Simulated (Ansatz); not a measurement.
# CH5FN2S2: basis-set convergence

The task here is to estimate one member of a computed series from the others.

Program: Ansatz 0.2.0, Gaussian basis. Level of theory: one geometry, several basis sets. These are calculated values, not measurements.

Levels to be run: PBE0-D4/def2-SVP; ωB97M-V/def2-SVP; PBE0-D4/def2-QZVPP; ωB97M-V/def2-QZVPP; the functionals' def2-TZVPP values are taken from earlier runs.

### The geometry

The geometry comes from an earlier relaxation with PBE0-D4 in a triple-zeta def2 set; it is a stationary point, not always the lowest conformer.

SMILES `NC(N)(F)SS`, 11 atoms, charge 0, spin multiplicity 1.

Atoms are counted from 1 here; the program's logs count them from 0.

Bond lengths: N1–C2 1.403 Å, N1–H7 1.010 Å, N1–H8 1.012 Å, C2–N3 1.410 Å, C2–F4 1.391 Å, C2–S5 1.868 Å, N3–H9 1.013 Å, N3–H10 1.011 Å, S5–S6 2.030 Å, S6–H11 1.348 Å. Angles: C2–N1–H7 112.3°, C2–N1–H8 110.5°, H7–N1–H8 110.9°, N1–C2–N3 110.5°, N1–C2–F4 113.6°, N1–C2–S5 104.3°, N3–C2–F4 105.9°, N3–C2–S5 116.7°, F4–C2–S5 106.1°, C2–N3–H9 110.0°, C2–N3–H10 110.2°, H9–N3–H10 109.5°, C2–S5–S6 101.4°, S5–S6–H11 99.3°.

Set-up of the first run:

File in.yaml:

```yaml
crystal:
  periodic: [false, false, false]
  atoms:
    - {symbol: N, position_ang: [-0.113412, -0.609963, -1.610394]}
    - {symbol: C, position_ang: [0.086424, -0.244077, -0.270814]}
    - {symbol: N, position_ang: [1.349446, 0.361839, -0.108364]}
    - {symbol: F, position_ang: [0.063915, -1.320976, 0.608889]}
    - {symbol: S, position_ang: [-1.405069, 0.799391, 0.150122]}
    - {symbol: S, position_ang: [-1.033658, 1.266002, 2.090151]}
    - {symbol: H, position_ang: [-0.966721, -1.134724, -1.740905]}
    - {symbol: H, position_ang: [0.684653, -1.125116, -1.959790]}
    - {symbol: H, position_ang: [1.494028, 0.607816, 0.863836]}
    - {symbol: H, position_ang: [1.413046, 1.194015, -0.679535]}
    - {symbol: H, position_ang: [-1.507151, 0.148994, 2.677304]}
basis:
  gaussian: {orbitals: def2-SVP}
hamiltonian: {xc: pbe0, dispersion: d4}
output: {orbitals: {seedname: orbitals}}
```

Launch:

```
ansatz run in.yaml --threads 4 --pin off --events-out ev --progress --plain --max-ram 10444MiB
```

Steps of the session up to this table: PBE0-D4 in def2-SVP; ωB97M-V in def2-SVP; PBE0-D4 in def2-QZVPP; ωB97M-V in def2-QZVPP.

One table of the session follows, with a row left open; its other results are not shown here.

```
functional       basis  HOMO (eV)
   PBE0-D4    def2-SVP      -6.80
   PBE0-D4  def2-TZVPP      -6.95
   PBE0-D4  def2-QZVPP      -7.00
   ωB97M-V    def2-SVP          ?
   ωB97M-V  def2-TZVPP      -9.15
   ωB97M-V  def2-QZVPP      -9.21
```

**Question.** Estimate the row for ωB97M-V, def2-SVP.

**Answer.** HOMO (eV): -8.97. In the column «HOMO (eV)» it lies between ωB97M-V, def2-TZVPP (-9.15) and PBE0-D4, def2-QZVPP (-7.00).
